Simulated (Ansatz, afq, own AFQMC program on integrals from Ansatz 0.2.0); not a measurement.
**AlSiH, triplet in 6-31G, levels against full CI**

```xyz
3

Si    0.0000    0.0000    2.3267
Al    0.0000    0.0000   -0.2728
H     0.0000    0.0000   -2.0539
```

Connectivity, by distances: Si–AlH.

Basis 6-31G. Only valence electrons are correlated. AFQMC by an in-house program on the Cholesky factors that Ansatz 0.2.0 writes for its CCSD(T) run. The CISD trial takes its coefficients from CCSD amplitudes. Released means that phaseless walkers are propagated on without the constraint, phases kept. ± is one standard error of the sampling.

Determinant: UHF, the one that the program's search chose, which needn't be the lowest solution. The geometry is a point of a scan.

Full CI on the same integrals is exact in this basis and with this determinant's frozen core.

Cautions: lower spins were not checked; strong correlation (T1 0.054, weight of the determinant 0.86, largest double 0.10); the ph-AFQMC/CISD walk drifts between its halves (2.4 errors); the released energy hasn't reached full CI (15 meV above it at 2.40 1/Eh), so no released level is given (meV from the phaseless value at times in 1/Eh: -5 ± 3 at 0.24, -7 ± 3 at 0.51, -10 ± 3 at 0.99, -15 ± 3 at 1.62, -10 ± 5 at 2.40).

- T1 diagnostic: 0.0537
- weight of the determinant in the CISD state: 0.856
- ⟨S²⟩ of the determinant: 2.016
- size of the correlated space: 8 electrons in 18 orbitals

```csv
level,correlation energy (eV)
MP2,-1.6121
CCSD,-2.3370
CCSD(T),-2.4185
```

(1) Estimate where full CI lies against CCSD(T) on the same integrals.

(1) 46.1 meV below CCSD(T).

Reference: full CI, correlation energy -2.465 eV.

```csv
level,E − E(reference) (meV),share of correlation (%)
CCSD(T),46.1,98.13
CCSDT,7.4,99.70
CCSDT(Q),-0.3,100.01
CCSDTQ,0.4,99.98
ph-AFQMC/CISD,25.3 ± 3.4,98.97
```

CCSDT and higher add their correlation energy to the determinant of the CCSD(T) run, since their own runs factorise the integrals more tightly (a shift of under 2 meV). A walk keeps the symmetry of its determinant, which the program's search chose and which needn't be the lowest solution, so a lower state of the same spin and another symmetry isn't excluded.
